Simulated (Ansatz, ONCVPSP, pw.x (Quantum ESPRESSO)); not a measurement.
## What a changed setting does to a pw.x run (bcc La)

Potential: optimised norm-conserving Vanderbilt (ONCV), ONCVPSP 4.0.1.1 (patched build), PBEsol; core [Kr] 4d10, reference 5s2 5p6 5d1 6s2; waves: 5s+6s: rc 2.60 bohr, ncon 3, nbas 7, qcut 6 1/bohr, 2 projectors; 5p: rc 2.50 bohr, ncon 3, nbas 6, qcut 5.3 1/bohr, 2 projectors, debl 1.9 Ha; 5d: rc 3.40 bohr, ncon 5, nbas 10, qcut 3.9 1/bohr, 2 projectors, debl 0.6 Ha; f scattering state at 0.06 Ha: rc 2.70 bohr, ncon 3, nbas 6, qcut 4 1/bohr, 2 projectors, debl 2.6 Ha; local part: polynomial inside 2.05 bohr (lpopt 2, dvloc0 3 Ha); core correction: Teter function, fcfact 3.5, rcfact 1.6. In the f channel the program set the typed energies aside and used -0.161, 2.439 Ha.

The reference run (k-mesh 11³, cutoffs 50/200 Ry, Fermi–Dirac 0.01 Ry, mixing_beta 0.4, conv_thr 1e-9, no spin) gives 0.43 GPa at 34.935 Å³/atom, where all-electron LAPW gives 0.10 GPa. This run, with its own iteration cap, changes diagonalization to paro.

```
&control
  calculation='scf', prefix='x', pseudo_dir='./', outdir='./tmp', tstress=.true., disk_io='none'
/
&system
  ibrav=0, nat=1, ntyp=1, ecutwfc=50, ecutrho=200, nbnd=13,
  occupations='smearing', smearing='fd', degauss=0.01
/
&electrons
  conv_thr=1e-09, mixing_beta=0.4, electron_maxstep=50, diagonalization='paro'
/
ATOMIC_SPECIES
La 1.0 La.UPF
CELL_PARAMETERS angstrom
  -2.05936622 2.05936622 2.05936622
  2.05936622 -2.05936622 2.05936622
  2.05936622 2.05936622 -2.05936622
ATOMIC_POSITIONS crystal
La 0.0000 0.0000 0.0000
K_POINTS automatic
11 11 11 0 0 0
```

```bash
pw.x < La.scf.in > La.scf.out
```

How does the run end?

It converges in 6 iterations; the free energy moves by +0.0 meV/atom and the pressure by +0.00 GPa. The result is that of the reference run.

```
Message from routine setup:
     using ibrav=0 with symmetry is DISCOURAGED, use correct ibrav instead
     lattice parameter (alat)  =       6.7405  a.u.
     unit-cell volume          =     235.7531 (a.u.)^3
     number of electrons       =        11.00
     number of Kohn-Sham states=           13
     kinetic-energy cutoff     =      50.0000  Ry
     charge density cutoff     =     200.0000  Ry
     scf convergence threshold =      1.0E-09
     Exchange-correlation= PBESOL
     number of k points=    56  Fermi-Dirac smearing, width (Ry)=  0.0100
     iteration #  1     ecut=    50.00 Ry     beta= 0.40
     total energy              =     -70.90380944 Ry
     estimated scf accuracy    <       0.00334634 Ry
     iteration #  2     ecut=    50.00 Ry     beta= 0.40
     total energy              =     -70.90385920 Ry
     estimated scf accuracy    <       0.00048045 Ry
     iteration #  3     ecut=    50.00 Ry     beta= 0.40
     total energy              =     -70.90392580 Ry
     estimated scf accuracy    <       0.00003658 Ry
     iteration #  4     ecut=    50.00 Ry     beta= 0.40
     total energy              =     -70.90392745 Ry
     estimated scf accuracy    <       0.00000041 Ry
     iteration #  5     ecut=    50.00 Ry     beta= 0.40
     total energy              =     -70.90392746 Ry
     estimated scf accuracy    <       0.00000012 Ry
     iteration #  6     ecut=    50.00 Ry     beta= 0.40
     the Fermi energy is    11.7439 ev
!    total energy              =     -70.90392749 Ry
     estimated scf accuracy    <          3.5E-10 Ry
     smearing contrib. (-TS)   =      -0.01040729 Ry
     The total energy is F=E-TS. E is the sum of the following terms:
     one-electron contribution =      -4.05462192 Ry
     hartree contribution      =       7.11697819 Ry
     xc contribution           =     -17.37979831 Ry
     ewald contribution        =     -56.57607815 Ry
     convergence has been achieved in   6 iterations
          total   stress  (Ry/bohr**3)                   (kbar)     P=        4.34
     Message from routine punch:
     Nothing written, as per user request (disk_io='none')
```

The run took about 38 s on one core of a shared host (Neoverse-N1, 64 threads, 124 GiB, load 50).
